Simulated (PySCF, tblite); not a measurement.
# 2,2-difluoroethanol (C2H4F2O): dynamics, then NMR shifts on frames

How do NMR shifts of 2,2-difluoroethanol (C2H4F2O) (`OCC(F)F`) change as the atoms move?

The runs use tblite 0.8.0 and PySCF 2.14.0, with density-fitted response routines of our own; the level of theory stands in each step. All values are computed, except where a source is named. Atoms are numbered from 0 throughout.

## (1) The starting structure

9 atoms, charge 0, multiplicity 1; geometry from: GFN2-xTB.

Bonds of the start (Å): O0–C1 1.40, C1–C2 1.53, C2–F3 1.36, C2–F4 1.35, O0–H5 0.97, C1–H6 1.10, C1–H7 1.09, C2–H8 1.10.

## (2) Dynamics with GFN2-xTB

Job settings and geometry (Å):

```
{"job": {"kind": "md", "xc": "GFN2-xTB", "basis": "xTB", "temperature": 300, "steps": 2000, "every": 50, "frames": 5}, "charge": 0, "multiplicity": 1}
O     -1.446034     0.720895    -0.016705
C     -0.594561    -0.386736    -0.022235
C      0.865409     0.032742    -0.214957
F      1.304183     0.693503     0.889148
F      1.660664    -1.050542    -0.356857
H     -1.229359     1.285165     0.736037
H     -0.668799    -0.969585     0.905710
H     -0.892009    -1.014358    -0.864731
H      1.014067     0.694910    -1.080589
```

With the program's defaults for keys left out, this is: GFN2-xTB Langevin dynamics, gas phase.

The run is started by

```console
> OMP_NUM_THREADS=1 python probes_run.py task.json out
```

This one command runs all jobs of the session in turn.

The log of the run:

```text
t/fs     T/K      E/eV
    0.0   279.1   -539.96576
   25.0   246.7   -539.78832
   50.0   225.0   -539.77837
   75.0   182.6   -539.75809
  100.0   184.5   -539.63790
  125.0   191.0   -539.76568
  150.0   212.3   -539.75521
  175.0   293.1   -539.79683
  200.0   194.8   -539.73765
  225.0   262.7   -539.77013
  250.0   275.1   -539.72348
  275.0   220.4   -539.68522
  300.0   157.6   -539.68985
  325.0   198.7   -539.78414
  350.0   216.7   -539.75883
  375.0   145.6   -539.67517
  400.0   301.7   -539.81710
  425.0   211.8   -539.81495
  450.0   179.1   -539.69281
  475.0   213.4   -539.76568
  500.0   248.4   -539.67669
  525.0   166.7   -539.64829
  550.0   185.9   -539.80469
  575.0   205.9   -539.77466
  600.0   361.0   -539.83127
  625.0   169.8   -539.60057
  650.0   200.5   -539.74454
  675.0   281.0   -539.69489
  700.0   270.9   -539.67637
  725.0   259.2   -539.73636
  750.0   212.6   -539.69967
  775.0   253.2   -539.65940
  800.0   360.5   -539.82287
  825.0   315.4   -539.77391
  850.0   134.4   -539.70452
  875.0   173.7   -539.74537
  900.0   273.4   -539.75688
  925.0   267.4   -539.76963
  950.0   252.7   -539.81152
  975.0   175.1   -539.75825
 1000.0   196.8   -539.74114
```

Run time: 16 s. Hardware: 1 thread of Intel Xeon at 2.50GHz, shared host; peak memory 0.18 GiB.

Distance from the start (root mean square after alignment): 0 fs 0.00 Å, 200 fs 0.14 Å, 400 fs 0.20 Å, 600 fs 0.21 Å, 800 fs 0.18 Å, 1000 fs 0.16 Å.

Positions (Å) and forces (eV/Å) at 1000 fs:

```xyz
9

O    -2.578    0.810    0.721    0.705    0.117   -0.198
C    -1.321    0.154    0.855   -0.402    1.484   -0.622
C    -0.178    0.806   -0.048   -1.500    1.248    0.653
F     0.324    1.908    0.646   -0.112   -0.722   -0.166
F     0.830   -0.025   -0.252    0.232   -0.234   -0.135
H    -2.496    1.696    1.092   -0.104    0.060   -0.051
H    -1.050    0.226    1.903    0.558   -0.258    0.168
H    -1.567   -0.842    0.560    0.418   -0.787   -0.271
H    -0.551    1.288   -1.006    0.204   -0.910    0.622
```

## (3) Shielding tensors: 250 fs, PBE0/pcSseg-1

Job settings and geometry (Å):

```
{"job": {"kind": "nmr", "xc": "PBE0", "basis": "pcSseg-1", "pop": false}, "charge": 0, "multiplicity": 1}
O     -1.555300     0.530300     0.534300
C     -0.709400    -0.584100     0.286100
C      0.708100    -0.212700    -0.319100
F      1.331400     0.563000     0.615100
F      1.351500    -1.302500    -0.579100
H     -1.169300     1.091000     1.236500
H     -0.440400    -1.019800     1.271900
H     -1.278100    -1.245800    -0.371400
H      0.679700     0.343500    -1.235300
```

Method: GIAO PBE0/pcSseg-1 NMR shielding, non-relativistic, gas phase.

The log of the run:

```text
coarse grid: 7912 points
cycle   1  E = -352.9509166638  dE =  6.290e-01  |g| = 8.351e-01  |ddm| = 2.428e+00
cycle   2  E = -352.8250630607  dE =  1.259e-01  |g| = 1.215e+00  |ddm| = 1.121e+00
cycle   3  E = -353.0654333618  dE = -2.404e-01  |g| = 6.266e-02  |ddm| = 7.211e-01
cycle   4  E = -353.0659753330  dE = -5.420e-04  |g| = 3.543e-02  |ddm| = 5.594e-02
cycle   5  E = -353.0661811013  dE = -2.058e-04  |g| = 6.944e-03  |ddm| = 2.209e-02
cycle   6  E = -353.0661877164  dE = -6.615e-06  |g| = 2.104e-03  |ddm| = 4.647e-03
final grid: 78320 points
cycle   7  E = -353.1185392088  dE = -2.767e-05  |g| = 8.339e-03  |ddm| = 1.566e-02
cycle   8  E = -353.1185255911  dE =  1.362e-05  |g| = 1.233e-02  |ddm| = 1.126e-02
cycle   9  E = -353.1185511625  dE = -2.557e-05  |g| = 4.358e-04  |ddm| = 6.685e-03
cycle  10  E = -353.1185511949  dE = -3.239e-08  |g| = 1.700e-04  |ddm| = 4.260e-04
cycle  11  E = -353.1185512007  dE = -5.774e-09  |g| = 4.470e-05  |ddm| = 1.304e-04
cycle  12  E = -353.1185512010  dE = -2.661e-10  |g| = 1.607e-05  |ddm| = 3.238e-05
converged SCF energy = -353.1185512010

GIAO shielding tensors (ppm)
atom      isotropic    diamagn.    paramagn.     s11        s22        s33       span
  0 O      306.834     387.645     -80.811    271.084    299.636    349.783     78.699
  1 C      110.456     244.810    -134.354     82.293    110.386    138.688     56.394
  2 C       68.838     241.237    -172.398     53.268     74.426     78.821     25.552
  3 F      319.229     474.257    -155.027    234.123    351.238    372.326    138.204
  4 F      332.973     470.154    -137.181    257.717    307.919    433.284    175.567
  5 H       30.203      31.123      -0.920     21.258     28.163     41.187     19.929
  6 H       27.251      28.662      -1.412     23.201     27.308     31.243      8.042
  7 H       27.494      28.217      -0.723     23.292     28.060     31.129      7.837
  8 H       26.234      29.331      -3.097     23.023     26.314     29.365      6.341
```

It took 21 s on 1 thread of Intel Xeon at 2.50GHz, shared host; peak memory 0.49 GiB.

Shifts follow as δ = σ(reference) − σ, with reference shieldings (ppm) from runs at the same level and on the same kind of geometry: ¹H TMS 31.72, ¹³C TMS 186.9, ¹⁹F CFCl3 170.9, ¹⁷O H2O 336.1. The references are single molecules in the gas phase, so shifts against H2O, NH3, PH3, H3PO4 or CFCl3 are not on the usual liquid scales and can be off by tens of ppm. Each atom is listed at this fixed geometry, with no averaging over motion; a spectrum would average atoms that exchange fast.

| atoms | environment | σ (ppm) | δ (ppm) |
| --- | --- | --- | --- |
| C2 | sp3 CH bonded to 2 F | 68.8 | 118.1 |
| C1 | sp3 CH2 bonded to O | 110.5 | 76.5 |
| H8 | hydrogen on an sp3 CH bonded to 2 F | 26.23 | 5.48 |
| H6 | hydrogen on an sp3 CH2 bonded to O | 27.25 | 4.47 |
| H7 | hydrogen on an sp3 CH2 bonded to O | 27.49 | 4.22 |
| H5 | hydrogen on an alcohol oxygen | 30.20 | 1.51 |
| O0 | alcohol oxygen | 306.8 | 29.2 |
| F3 | fluorine of a CF2 group | 319.2 | -148.3 |
| F4 | fluorine of a CF2 group | 333.0 | -162.0 |

Orbitals, density, ELF and potential are computed afterwards from the orbital file.

Frontier orbitals at PBE0/pcSseg-1, with the share of their density that lies nearest to each atom:

```
orbital  energy (eV)                    lies on
   HOMO        -8.06   O0 54 %; C2 11 %; H6 9 %
   LUMO         1.31  H5 48 %; O0 17 %; H6 15 %
```

ELF in a plane through or near 3 of the atoms.

Values, 10 rows by 14 columns:
```
0.00 0.00 0.00 0.00 0.00 0.00 0.00 0.00 0.00 0.00 0.00 0.00 0.00 0.00
0.00 0.00 0.00 0.00 0.00 0.00 0.00 0.00 0.00 0.00 0.00 0.00 0.00 0.00
0.00 0.00 0.00 0.00 0.17 0.46 0.44 0.11 0.00 0.08 0.03 0.00 0.00 0.00
0.00 0.00 0.00 0.02 0.33 0.79 0.81 0.19 0.10 0.94 0.90 0.09 0.00 0.00
0.00 0.00 0.01 0.07 0.16 0.37 0.44 0.15 0.24 0.85 0.77 0.13 0.01 0.00
0.00 0.00 0.26 0.78 0.75 0.31 0.85 0.49 0.51 0.75 0.84 0.46 0.02 0.00
0.00 0.00 0.17 0.78 0.87 0.33 0.16 0.69 0.72 0.13 0.18 0.06 0.00 0.00
0.00 0.00 0.00 0.13 0.27 0.04 0.13 0.96 0.96 0.20 0.00 0.00 0.00 0.00
0.00 0.00 0.00 0.00 0.00 0.00 0.01 0.22 0.15 0.01 0.00 0.00 0.00 0.00
0.00 0.00 0.00 0.00 0.00 0.00 0.00 0.00 0.00 0.00 0.00 0.00 0.00 0.00
```
The map spans 8.9 Å across and 8.2 Å up, centred on the molecule. Atoms in the plane (x, y in Å): C1 (0.5, -0.5), C2 (-0.9, 0.2), H5 (1.7, 1.0).

On the surface of density 0.002 e/bohr³ the electrostatic potential runs, from the 1st to the 99th percentile, from -1.41 V near O0 to 2.12 V near H5.

## (4) Nuclear shieldings: 425 fs, PBE0/pcSseg-1

Job settings and geometry (Å):

```
{"job": {"kind": "nmr", "xc": "PBE0", "basis": "pcSseg-1", "pop": false}, "charge": 0, "multiplicity": 1}
O     -1.695300     0.200500     0.411600
C     -0.732700    -0.795900     0.116700
C      0.547900    -0.255400    -0.467900
F      1.161400     0.634300     0.326400
F      1.430400    -1.269600    -0.664100
H     -1.571200     0.649300     1.273300
H     -0.513800    -1.480000     0.921600
H     -1.229300    -1.390300    -0.702700
H      0.345100     0.279500    -1.416000
```

With the program's defaults for keys left out, this is: GIAO PBE0/pcSseg-1 NMR shielding, non-relativistic, gas phase.

The log of the run:

```text
coarse grid: 7912 points
cycle   1  E = -352.9558444210  dE =  6.129e-01  |g| = 8.379e-01  |ddm| = 2.423e+00
cycle   2  E = -352.8325701192  dE =  1.233e-01  |g| = 1.218e+00  |ddm| = 1.136e+00
cycle   3  E = -353.0712599120  dE = -2.387e-01  |g| = 5.591e-02  |ddm| = 7.238e-01
cycle   4  E = -353.0717592963  dE = -4.994e-04  |g| = 2.655e-02  |ddm| = 4.910e-02
cycle   5  E = -353.0718981952  dE = -1.389e-04  |g| = 6.407e-03  |ddm| = 1.912e-02
cycle   6  E = -353.0719041617  dE = -5.967e-06  |g| = 2.185e-03  |ddm| = 4.102e-03
final grid: 78320 points
cycle   7  E = -353.1235258923  dE = -2.699e-05  |g| = 8.640e-03  |ddm| = 1.523e-02
cycle   8  E = -353.1235117259  dE =  1.417e-05  |g| = 1.261e-02  |ddm| = 1.182e-02
cycle   9  E = -353.1235389899  dE = -2.726e-05  |g| = 5.012e-04  |ddm| = 7.068e-03
cycle  10  E = -353.1235390336  dE = -4.364e-08  |g| = 1.833e-04  |ddm| = 4.924e-04
cycle  11  E = -353.1235390404  dE = -6.871e-09  |g| = 4.535e-05  |ddm| = 1.442e-04
cycle  12  E = -353.1235390407  dE = -2.694e-10  |g| = 1.886e-05  |ddm| = 3.287e-05
converged SCF energy = -353.1235390407

GIAO shielding tensors (ppm)
atom      isotropic    diamagn.    paramagn.     s11        s22        s33       span
  0 O      315.859     386.952     -71.093    291.693    309.693    346.190     54.496
  1 C      118.020     244.326    -126.306     90.990    110.079    152.990     62.000
  2 C       67.027     239.554    -172.528     51.681     67.320     82.080     30.399
  3 F      324.569     474.132    -149.564    234.641    341.203    397.862    163.221
  4 F      321.843     471.303    -149.459    226.431    350.318    388.781    162.350
  5 H       30.023      30.734      -0.710     21.973     26.072     42.024     20.051
  6 H       28.039      28.832      -0.793     24.136     28.247     31.733      7.597
  7 H       27.019      27.088      -0.069     22.458     27.371     31.228      8.769
  8 H       25.448      27.825      -2.377     23.254     24.090     29.000      5.747
```

Run time: 15 s. Hardware: 1 thread of Intel Xeon at 2.50GHz, shared host; peak memory 0.49 GiB.

Key values: δ C2 119.9, C1 68.9, O0 20.2, F4 -150.9, H8 6.27, H7 4.70 ppm.

## (5) Nuclear shieldings: 625 fs, PBE0/pcSseg-1

Job settings and geometry (Å):

```
{"job": {"kind": "nmr", "xc": "PBE0", "basis": "pcSseg-1", "pop": false}, "charge": 0, "multiplicity": 1}
O     -2.056500     0.112600     0.378200
C     -0.784100    -0.505800     0.692500
C      0.307700    -0.073400    -0.297900
F      0.817900     1.145200     0.131600
F      1.305700    -0.968800    -0.306200
H     -1.924000     1.046000     0.161200
H     -0.384200    -0.268700     1.715400
H     -0.844700    -1.692700     0.715600
H     -0.049900    -0.063200    -1.317300
```

Level: GIAO PBE0/pcSseg-1 NMR shielding, non-relativistic, gas phase.

The log of the run:

```text
coarse grid: 7912 points
cycle   1  E = -352.9389609784  dE =  4.972e-01  |g| = 8.546e-01  |ddm| = 2.392e+00
cycle   2  E = -352.7927165186  dE =  1.462e-01  |g| = 1.282e+00  |ddm| = 1.123e+00
cycle   3  E = -353.0606195959  dE = -2.679e-01  |g| = 5.521e-02  |ddm| = 7.183e-01
cycle   4  E = -353.0610424722  dE = -4.229e-04  |g| = 3.225e-02  |ddm| = 5.090e-02
cycle   5  E = -353.0612312308  dE = -1.888e-04  |g| = 7.137e-03  |ddm| = 2.135e-02
cycle   6  E = -353.0612379402  dE = -6.709e-06  |g| = 2.326e-03  |ddm| = 4.480e-03
final grid: 78320 points
cycle   7  E = -353.1137392455  dE = -2.675e-05  |g| = 9.000e-03  |ddm| = 1.549e-02
cycle   8  E = -353.1137220190  dE =  1.723e-05  |g| = 1.363e-02  |ddm| = 1.210e-02
cycle   9  E = -353.1137534420  dE = -3.142e-05  |g| = 4.278e-04  |ddm| = 7.120e-03
cycle  10  E = -353.1137534725  dE = -3.054e-08  |g| = 1.836e-04  |ddm| = 4.184e-04
cycle  11  E = -353.1137534788  dE = -6.328e-09  |g| = 5.135e-05  |ddm| = 1.351e-04
cycle  12  E = -353.1137534792  dE = -3.467e-10  |g| = 1.788e-05  |ddm| = 3.657e-05
converged SCF energy = -353.1137534792

GIAO shielding tensors (ppm)
atom      isotropic    diamagn.    paramagn.     s11        s22        s33       span
  0 O      305.148     386.205     -81.057    269.226    301.978    344.241     75.014
  1 C      105.870     246.634    -140.764     85.625     92.099    139.885     54.260
  2 C       61.040     239.799    -178.758     46.292     65.356     71.472     25.180
  3 F      301.457     474.349    -172.892    214.623    326.905    362.843    148.220
  4 F      313.855     472.167    -158.312    211.184    315.592    414.788    203.604
  5 H       30.602      31.287      -0.685     21.888     28.259     41.658     19.770
  6 H       26.781      28.259      -1.478     24.296     26.457     29.589      5.293
  7 H       25.799      26.045      -0.246     22.407     25.806     29.185      6.778
  8 H       25.728      29.040      -3.312     23.137     26.356     27.692      4.554
```

Run time: 14 s. Hardware: 1 thread of Intel Xeon at 2.50GHz, shared host; peak memory 0.49 GiB.

Key values: δ C2 125.9, C1 81.1, O0 30.9, F3 -130.5, H8 5.99, H7 5.92 ppm.

## (6) Nuclear shieldings: 800 fs, PBE0/pcSseg-1

Job settings and geometry (Å):

```
{"job": {"kind": "nmr", "xc": "PBE0", "basis": "pcSseg-1", "pop": false}, "charge": 0, "multiplicity": 1}
O     -2.165400     0.761600     0.423800
C     -1.170800    -0.232100     0.533000
C      0.136500     0.339100    -0.057500
F      0.350000     1.568700     0.524200
F      1.217500    -0.487000     0.165200
H     -1.853100     1.606600     0.729900
H     -0.976400    -0.569900     1.557000
H     -1.488200    -1.019200    -0.134800
H      0.072200     0.451400    -1.128400
```

With the program's defaults for keys left out, this is: GIAO PBE0/pcSseg-1 NMR shielding, non-relativistic, gas phase.

The log of the run:

```text
coarse grid: 7912 points
cycle   1  E = -352.9501157205  dE =  5.711e-01  |g| = 8.507e-01  |ddm| = 2.418e+00
cycle   2  E = -352.8154987477  dE =  1.346e-01  |g| = 1.254e+00  |ddm| = 1.103e+00
cycle   3  E = -353.0702202177  dE = -2.547e-01  |g| = 4.921e-02  |ddm| = 6.980e-01
cycle   4  E = -353.0706167716  dE = -3.966e-04  |g| = 2.168e-02  |ddm| = 4.351e-02
cycle   5  E = -353.0707177402  dE = -1.010e-04  |g| = 5.944e-03  |ddm| = 1.825e-02
cycle   6  E = -353.0707245077  dE = -6.767e-06  |g| = 1.336e-03  |ddm| = 4.125e-03
final grid: 78320 points
cycle   7  E = -353.1241604188  dE = -3.099e-05  |g| = 8.847e-03  |ddm| = 1.607e-02
cycle   8  E = -353.1241468865  dE =  1.353e-05  |g| = 1.279e-02  |ddm| = 1.131e-02
cycle   9  E = -353.1241747255  dE = -2.784e-05  |g| = 6.214e-04  |ddm| = 6.382e-03
cycle  10  E = -353.1241747956  dE = -7.016e-08  |g| = 2.001e-04  |ddm| = 5.668e-04
cycle  11  E = -353.1241748034  dE = -7.803e-09  |g| = 3.839e-05  |ddm| = 1.445e-04
cycle  12  E = -353.1241748037  dE = -2.241e-10  |g| = 1.764e-05  |ddm| = 3.272e-05
converged SCF energy = -353.1241748037

GIAO shielding tensors (ppm)
atom      isotropic    diamagn.    paramagn.     s11        s22        s33       span
  0 O      325.435     385.768     -60.333    281.371    317.442    377.492     96.121
  1 C      118.951     247.236    -128.285     95.946    110.016    150.890     54.944
  2 C       60.810     240.706    -179.896     40.894     66.638     74.896     34.002
  3 F      325.661     473.421    -147.760    229.111    355.221    392.652    163.541
  4 F      313.979     473.741    -159.762    211.755    342.188    387.994    176.239
  5 H       31.001      31.916      -0.915     21.171     29.048     42.785     21.614
  6 H       27.665      28.691      -1.025     23.709     27.088     32.200      8.491
  7 H       27.891      29.291      -1.400     24.132     27.400     32.140      8.009
  8 H       25.828      29.322      -3.494     23.312     25.308     28.865      5.553
```

It took 19 s on 1 thread of Intel Xeon at 2.50GHz, shared host; peak memory 0.49 GiB.

This run: δ C2 126.1, C1 68.0, O0 10.6, F4 -143.0, H8 5.89, H6 4.05 ppm.

## (7) NMR shieldings: 1000 fs, PBE0/pcSseg-1

Job settings and geometry (Å):

```
{"job": {"kind": "nmr", "xc": "PBE0", "basis": "pcSseg-1", "pop": false}, "charge": 0, "multiplicity": 1}
O     -2.577900     0.810000     0.720600
C     -1.321100     0.153600     0.854600
C     -0.178300     0.805700    -0.047700
F      0.323800     1.907700     0.645700
F      0.829900    -0.024700    -0.251800
H     -2.495900     1.696200     1.091600
H     -1.049800     0.225900     1.902500
H     -1.567400    -0.842400     0.560400
H     -0.551100     1.288400    -1.006200
```

Method: GIAO PBE0/pcSseg-1 NMR shielding, non-relativistic, gas phase.

The log of the run:

```text
coarse grid: 7912 points
cycle   1  E = -352.9350284524  dE =  5.434e-01  |g| = 8.742e-01  |ddm| = 2.405e+00
cycle   2  E = -352.7755377721  dE =  1.595e-01  |g| = 1.325e+00  |ddm| = 1.180e+00
cycle   3  E = -353.0631878631  dE = -2.877e-01  |g| = 5.955e-02  |ddm| = 7.595e-01
cycle   4  E = -353.0636826794  dE = -4.948e-04  |g| = 3.518e-02  |ddm| = 5.636e-02
cycle   5  E = -353.0638936063  dE = -2.109e-04  |g| = 8.176e-03  |ddm| = 2.307e-02
cycle   6  E = -353.0639025403  dE = -8.934e-06  |g| = 2.476e-03  |ddm| = 5.262e-03
final grid: 78320 points
cycle   7  E = -353.1170402851  dE = -2.635e-05  |g| = 8.735e-03  |ddm| = 1.573e-02
cycle   8  E = -353.1170244261  dE =  1.586e-05  |g| = 1.319e-02  |ddm| = 1.156e-02
cycle   9  E = -353.1170533650  dE = -2.894e-05  |g| = 3.979e-04  |ddm| = 6.910e-03
cycle  10  E = -353.1170533903  dE = -2.526e-08  |g| = 1.767e-04  |ddm| = 3.999e-04
cycle  11  E = -353.1170533965  dE = -6.187e-09  |g| = 4.620e-05  |ddm| = 1.339e-04
cycle  12  E = -353.1170533967  dE = -2.701e-10  |g| = 1.784e-05  |ddm| = 3.247e-05
converged SCF energy = -353.1170533967

GIAO shielding tensors (ppm)
atom      isotropic    diamagn.    paramagn.     s11        s22        s33       span
  0 O      307.734     383.991     -76.257    286.907    299.373    336.922     50.015
  1 C      112.077     244.142    -132.065     86.653    112.570    137.009     50.357
  2 C       56.369     236.839    -180.470     44.526     58.396     66.186     21.660
  3 F      295.988     473.577    -177.588    195.044    338.543    354.378    159.334
  4 F      312.161     474.159    -161.999    226.405    306.687    403.390    176.985
  5 H       30.767      29.688       1.079     21.897     28.564     41.841     19.943
  6 H       27.395      29.295      -1.900     23.257     27.523     31.406      8.149
  7 H       27.816      29.328      -1.512     23.351     28.562     31.536      8.186
  8 H       24.743      26.976      -2.233     22.308     23.981     27.940      5.633
```

Wall time 14 s (1 thread of Intel Xeon at 2.50GHz, shared host); peak memory 0.49 GiB.

In short: δ C2 130.6, C1 74.8, O0 28.3, F3 -125.0, H8 6.97, H6 4.32 ppm.

## (8) Run by run: NMR shifts

Shifts (ppm) of some atoms, chosen among heavy atoms and hydrogens apart, with basis size and wall time:

```csv
frame,C2,C1,H8,H7,O0,F3,F4,functions,time
250 fs,118.1,76.5,5.48,4.22,29.2,-148.3,-162.0,105,21 s
425 fs,119.9,68.9,6.27,4.70,20.2,-153.6,-150.9,105,15 s
625 fs,125.9,81.1,5.99,5.92,30.9,-130.5,-142.9,105,14 s
800 fs,126.1,68.0,5.89,3.83,10.6,-154.7,-143.0,105,19 s
1000 fs,130.6,74.8,6.97,3.90,28.3,-125.0,-141.2,105,14 s
```

## (9) What came out

| quantity | value |
| --- | --- |
| thermostat | 300 K |
| mean temperature, second half | 236 K |
| mean potential energy above the minimum | 0.23 eV |
| ¹³C shifts against TMS (PBE0/pcSseg-1, 250 fs) | 118.1, 76.5 ppm |
| ¹H shifts against TMS (PBE0/pcSseg-1, 250 fs) | 5.48, 4.47, 4.22, 1.51 ppm |
| ¹⁷O shifts against H2O (PBE0/pcSseg-1, 250 fs) | 29.2 ppm |
| ¹⁹F shifts against CFCl3 (PBE0/pcSseg-1, 250 fs) | -148.3, -162.0 ppm |
| surface potential, 1st and 99th percentile | -1.41 V and 2.12 V |
| range of the shift of F3 | -154.7 to -125.0 ppm |

What this shows: In the second half the potential energy averages 0.23 eV above the minimum; equipartition over 21 harmonic modes at 300 K would give 0.27 eV. With 9 atoms the temperature swings widely (134 to 361 K). Shifts at one fixed geometry are not the observed spectrum, which averages over the motion. In the first frame run (250 fs): The largest span, 176 ppm, is at F4, where the paramagnetic term is -137 ppm. In ppm, F3 moves most: its shift spreads over 29.7 ppm, from -154.7 (800 fs) to -125.0 (1000 fs).
